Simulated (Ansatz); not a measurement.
Input for Ansatz (a first-principles code): R-B3LYP/def2-TZVPP on acetylene (SMILES C#C), atoms moved off the minimum.

Ansatz 0.2 input:
```yaml
crystal:
  periodic: [false, false, false]
  atoms:
    - {symbol: C, position_ang: [0.07143677, 0.10146123, -0.53232694]}
    - {symbol: C, position_ang: [-0.13183581, 0.03019338, 0.53704319]}
    - {symbol: H, position_ang: [0.17209970, -0.03180548, -1.69257490]}
    - {symbol: H, position_ang: [-0.02432858, -0.02921557, 1.56461209]}
basis:
  gaussian:
    orbitals: def2-TZVPP
hamiltonian:
  xc: {name: B3LYP}
scf: {lower_state_search: off}
output: {forces: true}
```

The log:

```
WARN ansatz: RAYON_NUM_THREADS=1 ignored (pool sized by the plan → 1); use --threads N
Functional definition: B3LYP
these checks for a lower state are left out or cut short: stability, starts, cluster_reference, orbital_swaps, neighbouring_geometries, increment
integrals: 0.01 GiB planned
478 factors; their error is unknown
mean field: 0.17 GiB planned
mean field evaluation 1: about -2097.2823 eV, gradient 5.5e1 eV
mean field evaluation 2: about -2094.2261 eV, gradient 6.2e1 eV
mean field evaluation 4: about -2104.0898 eV, gradient 4.1e0 eV
mean field evaluation 8: about -2104.1303 eV, gradient 2.8e-2 eV
mean field evaluation 16: about -2104.1303 eV, gradient 7.9e-6 eV
mean field -2104.13033762 eV, -77.3253636766 hartree, gradient 7.9e-6 eV, S^2 0.000000; 0 other end points of the search recorded, 0 dependent functions left out
the calculation of the forces begins
reference -2104.13051868 eV, -77.3253703304 hartree; 7, 7 occupied and 83, 83 virtual orbitals, 478 factors
Total energy: -2104.13051868 eV, -77.3253703304 hartree
Atom 0 at     0.071437     0.101461    -0.532327 Å, force     2.562032     0.081113   -19.115637 eV/Å
Atom 1 at    -0.131836     0.030193     0.537043 Å, force    -1.901009    -0.745779    14.703197 eV/Å
Atom 2 at     0.172100    -0.031805    -1.692575 Å, force    -0.195339     0.684335     3.199972 eV/Å
Atom 3 at    -0.024329    -0.029216     1.564612 Å, force    -0.465685    -0.019669     1.212469 eV/Å
Dipole moment:     0.045115    -0.042066    -0.026767 e Å
Checks for a lower state left out: stability, starts, cluster_reference, orbital_swaps, neighbouring_geometries, increment
```

The run converged.

Cost: around 0.8 core-seconds (rough).
